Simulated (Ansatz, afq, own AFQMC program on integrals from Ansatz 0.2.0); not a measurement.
## Where AFQMC and coupled cluster stand for NH$_{3}$, singlet

```yaml
atoms:
  - { symbol: N, position_ang: [0.0667, 0.1180, -0.1205] }
  - { symbol: H, position_ang: [1.0049, 0.1311, 0.2599] }
  - { symbol: H, position_ang: [-0.4162, 0.9263, 0.2516] }
  - { symbol: H, position_ang: [-1.5163, -2.6976, 1.1636] }
```

Basis 6-31G. Noble-gas cores (and the filled d shells of Ga–Kr and In–Xe) are frozen. Integrals, coupled cluster, full CI and functionals: Ansatz 0.2.0; the random walks run on the same integrals in our own AFQMC program. ph-AFQMC/CISD is guided by a CISD state made of CCSD amplitudes; releasing the constraint for a short imaginary time cuts its bias at the price of noise, slowly where states lie close. ± is one standard error of the sampling.

Determinant: UHF, the one that the program's search chose, which needn't be the lowest solution. The geometry is a point of a scan.

Full CI on the same integrals is exact in this basis and with this determinant's frozen core.

Cautions: unrestricted determinant spin contaminated (⟨S²⟩ 1.01 against 0.00); the CCSDTQ amplitudes may be one of several solutions (largest double 0.63); the next higher spin lies close (full CI puts it 11 meV above).

```
T1 diagnostic                               : 0.0062
weight of the determinant in the CISD state : 0.959
⟨S²⟩ of the determinant                     : 1.005
size of the correlated space                : 8 electrons in 14 orbitals
```

Reference: full CI, correlation energy -2.751 eV. The released energy is read at 2.40 1/Eh (meV from the phaseless value at times in 1/Eh: -1.3 ± 1.2 at 0.24, -0.8 ± 1.2 at 0.51, 0.0 ± 0.8 at 0.99, -0.9 ± 0.7 at 1.62, -2.3 ± 0.9 at 2.40). The cautions show a poor starting determinant, so the rows tell how each method copes with it here, and full CI is the sure value.

```tsv
level	E − E(reference) (kcal/mol)	share of correlation (%)
HF	63.43	0.00
MP2	9.82	84.51
CCSD	0.89	98.60
CCSD(T)	0.34	99.47
CCSDT	0.20	99.69
CCSDT(Q)	0.06	99.91
CCSDTQ	0.03	99.95
ph-AFQMC/CISD	0.01 ± 0.04	99.98
released AFQMC	-0.04 ± 0.02	100.06
```

CCSDT and higher add their correlation energy to the determinant of the CCSD(T) run, since their own runs factorise the integrals more tightly (a shift of under 2 meV). A walk keeps the symmetry of its determinant, which the program's search chose and which needn't be the lowest solution, so a lower state of the same spin and another symmetry isn't excluded. Released energies are given only where the last usable release times agree within the noise; a slower fall can still hide under it.
